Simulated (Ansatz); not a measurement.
Rutile PbO2 was calculated with PBEsol in Ansatz (plane waves, PAW).

A relaxed, unreconstructed slab of the (110) face has 24 atoms, two equal faces of 24.118 Å² each and an energy of -102991.0774 eV. A bulk cell of 12 atoms with the same orientation and in-plane k mesh has -51496.5969 eV. Energies are extrapolated to zero smearing.

Run with plane-wave cutoff 500 eV, 14×6×1 k mesh (along the axes of the cell as run), Fermi–Dirac smearing 0.05 eV, scalar-relativistic PAW data made under PBE.

Worked out: γ = (E_slab − N E_bulk per atom)/2A = [-102991.0774 − 24 × (-51496.5969/12)]/(2 × 24.118) = 0.0439 eV/Å². With 16.022 J/m² per eV/Å² this is 0.70 J/m², or 1.06 eV per surface cell and face.

Ansatz is a program for electronic structure.
